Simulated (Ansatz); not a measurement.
Stepwise reaction of dichlorosilane with hydrogen sulfide, as a gas-phase model of exchange steps in deposition or etching. ΔE in kJ/mol; ΔG adds harmonic PBE0-D4 terms to CCSD(T)/CBS, at 1 bar.

Program: Ansatz. Geometries: PBE0-D4/def2-TZVP. ΔE: electronic, gas phase. CBS: MP2 limit from def2 TZ/QZ plus the TZ coupled-cluster correction, frozen cores. This one scheme is used for every species. DFT in def2-TZVPP. B3LYP here is the variant with VWN-RPA as its local correlation; programs differ in this. Each species was taken in one conformer, which may not be the lowest.

```tsv
step	reaction	PBE-D4	B3LYP-D4	ωB97M-V	CCSD(T)/CBS	ΔG(600 K)
1	`Cl[SiH2]Cl` + H₂S → `S[SiH2]Cl` + HCl	30.7	36.5	37.9	36.1	35.7
```

Task: Give the row of step 2, `S[SiH2]Cl` + H₂S → `S[SiH2]S` + HCl. (An estimate is asked.)

Result: The calculation gave: 
```json
{"step": "2", "reaction": "`S[SiH2]Cl` + H₂S → `S[SiH2]S` + HCl", "PBE-D4": "35.3", "B3LYP-D4": "40.6", "ωB97M-V": "41.8", "CCSD(T)/CBS": "39.3", "ΔG(600 K)": "41.1"}
```

Task: By hand: ΔE of the 2 steps together at CCSD(T)/CBS.

Result: (36.1) + (39.3) = 75.4 kJ/mol, or 37.7 kJ/mol a step.

In ΔE the steps differ by no more than 3.2 kJ/mol. All are uphill at CCSD(T)/CBS. ΔG lies between 35.7 and 41.1 kJ/mol a step. PBE-D4 differs from CCSD(T)/CBS by -5.4 to -4.0 kJ/mol a step. Isolated molecules leave out the surface, adducts and barriers. Largest T1 diagnostic: 0.011.
